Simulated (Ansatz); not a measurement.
**SiH4+ (doublet): the correlation ladder, cc-pVDZ**

How much of the correlation energy of SiH4+ (doublet) does each wave-function method recover here?

Method: cc-pVDZ, core rule «outside noble gas», up to 5 orbitals frozen; program: Ansatz 0.2.0, Gaussian basis.

The runs, in order: UHF; CCSD(T) on ROHF; CCSD(T) on UHF; BCCD(T) on ROHF; CISD; CCSDT(Q) on ROHF; CCSDT(Q) on UHF; CISDTQ; CCSDTQ on ROHF; CCSDTQ on UHF; CASSCF and MRCISD+Q, 7 electrons in 8 orbitals; CASSCF and NEVPT4(SD), 7 electrons in 8 orbitals; CASSCF and NEVPT2, 7 electrons in 8 orbitals; Full CI; Full CI in the symmetry of the determinant.

6 further runs of the same task are left out: 6 set aside as unsound or not needed.

## (1) The geometry

The geometry is a PBE0/def2-TZVP stationary point (not a proven minimum) of the parent state, kept for this charge and spin.

5 atoms, charge 1, spin multiplicity 2.

Atoms are counted from 1 here; the program's logs count them from 0.

Bond lengths: Si1–H2 1.485 Å, Si1–H3 1.485 Å, Si1–H4 1.485 Å, Si1–H5 1.485 Å. Angles: H2–Si1–H3 109.5°, H2–Si1–H4 109.5°, H2–Si1–H5 109.5°, H3–Si1–H4 109.5°, H3–Si1–H5 109.5°, H4–Si1–H5 109.5°.

## (2) UHF

The input, in.yaml:

```yaml
crystal:
  periodic: [false, false, false]
  atoms:
    - {symbol: Si, position_ang: [0.000000, 0.000000, 0.000000]}
    - {symbol: H, position_ang: [0.855850, 0.858745, 0.856831]}
    - {symbol: H, position_ang: [-0.859551, -0.854424, 0.857445]}
    - {symbol: H, position_ang: [-0.854730, 0.855535, -0.861149]}
    - {symbol: H, position_ang: [0.858431, -0.859856, -0.853127]}
basis:
  gaussian: {orbitals: cc-pVDZ}
total_charge: 1
magnetization: {spin_polarized: true, initial_magnetization: 1}
hamiltonian: {xc: hf}
output: {orbitals: {seedname: orbitals}}
```

The run is started by

```bash
> ansatz run in.yaml --threads 1 --pin off --events-out ev --progress --plain --max-ram 2764MiB --backend cpu
```

The runs that follow: CCSD(T) on ROHF; CCSD(T) on UHF; BCCD(T) on ROHF; CISD; CCSDT(Q) on ROHF; CCSDT(Q) on UHF; CISDTQ; CCSDTQ on ROHF; CCSDTQ on UHF; CASSCF and MRCISD+Q, 7 electrons in 8 orbitals; CASSCF and NEVPT4(SD), 7 electrons in 8 orbitals; CASSCF and NEVPT2, 7 electrons in 8 orbitals; Full CI; Full CI in the symmetry of the determinant.

Q: Predict the results of all the runs planned. Wanted: FCI below the RHF energy; RMP2 from FCI; UMP2 from FCI; RCCSD from FCI; RCCSD(T) from FCI; UCCSD(T) from FCI; RCCSDT(Q) from FCI; UCCSDT(Q) from FCI; NEVPT2 valence from FCI.

As calculated:

```
                         quantity                                                                                                          value
         FCI below the RHF energy                                                                                                     -3.5020 eV
                    RMP2 from FCI                                                                                                     +923.1 meV
                    UMP2 from FCI                                                                                                     +964.5 meV
                   RCCSD from FCI                                                                                                     +101.9 meV
                RCCSD(T) from FCI                                                                                                      +24.5 meV
                UCCSD(T) from FCI                                                                                                      +24.6 meV
               RCCSDT(Q) from FCI                                                                                                       +0.5 meV
               UCCSDT(Q) from FCI                                                                                                       +0.2 meV
          NEVPT2 valence from FCI                                                                                                     +588.9 meV
      NEVPT4(SD) valence from FCI                                                                                                     +101.9 meV
        MRCISD+Q valence from FCI                                                                                                      +19.7 meV
levels within 1 kcal/mol (43 meV)  RCCSD(T), UCCSD(T), BCCD(T), RCCSDT, UCCSDT, CISDTQ, RCCSDT(Q), UCCSDT(Q), RCCSDTQ, UCCSDTQ, MRCISD+Q valence
                    T1 diagnostic                                                                                                          0.027
   effectively unpaired electrons                                                                                                           1.05
```

In words: RCCSD(T) lands +24.5 meV from the yardstick (0.7 % of the correlation energy). One determinant dominates. Of the multireference levels listed MRCISD+Q valence comes nearest in total energy (+19.7 meV), which doesn't show that its space is the better one. Coupled cluster took another determinant than the lowest Hartree-Fock one. These misses are within one basis, not against nature; the frozen cores of restricted and unrestricted runs differ, which can shift their rows.
